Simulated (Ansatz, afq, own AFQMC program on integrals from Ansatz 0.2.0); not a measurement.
**InBr2Cl, singlet in def2-TZVP, levels against AFQMC with the constraint released**

```xyz
4

Cl   -1.9379   -0.9914    0.8743
In   -0.0150   -0.0077    0.0068
Br    2.1836   -0.7858    0.7771
Br   -0.2307    1.7850   -1.6582
```

Connectivity, by distances: Cl–In(–Br)–Br.

Basis def2-TZVP with its core potentials. Noble-gas cores (and the filled d shells of Ga–Kr and In–Xe) are frozen. AFQMC by an in-house program on the Cholesky factors that Ansatz 0.2.0 writes for its CCSD(T) run. ph-AFQMC/CISD is guided by a CISD state made of CCSD amplitudes; releasing the constraint for a short imaginary time cuts its bias at the price of noise, slowly where states lie close. Uncertainties: one standard error, sampling alone. No spin–orbit coupling.

Determinant: RHF, the one that the program's search chose, which needn't be the lowest solution. The geometry is a PBE0/def2-SVP stationary point of this or a neighbouring charge and spin state.

No full CI on the walks' own integrals is used here. The released AFQMC energy serves as the reference, which it does only where one determinant dominates, the energy is flat over the last release times and near the phaseless one (40 meV or 2 meV an electron, half that with transition metals). On small molecules, where full CI could be run and the noise was under 10 meV, such values lay within 10 meV of it in 19 cases of 20, a flattering rate, since the rule was set on those same cases; what remains of the bias isn't in the error bar.

Cautions: no spin-orbit coupling; no relativity below Rb; inner d shell frozen; the released value is read at 0.90 1/Eh with a noise of 13 meV, more than in the cases checked (meV from the phaseless value at times in 1/Eh: -20 ± 11 at 0.21, -11 ± 9 at 0.42, -13 ± 12 at 0.63, -23 ± 13 at 0.90).

- T1 diagnostic: 0.0090
- weight of the determinant in the CISD state: 0.784
- size of the correlated space: 24 electrons in 141 orbitals

Reference: AFQMC with the constraint released, correlation energy -17.228 ± 0.013 eV.

```json
{"level": "HF", "E − E(reference) (kcal/mol)": "397.29 ± 0.31", "share of correlation (%)": "0.00"}
{"level": "MP2", "E − E(reference) (kcal/mol)": "46.61 ± 0.31", "share of correlation (%)": "88.27"}
{"level": "CCSD", "E − E(reference) (kcal/mol)": "18.35 ± 0.31", "share of correlation (%)": "95.38"}
{"level": "CCSD(T)", "E − E(reference) (kcal/mol)": "2.36 ± 0.31", "share of correlation (%)": "99.41"}
{"level": "ph-AFQMC/CISD", "E − E(reference) (kcal/mol)": "0.52 ± 0.38", "share of correlation (%)": "99.87"}
```

Released energies are given only where the last usable release times agree within the noise; a slower fall can still hide under it.
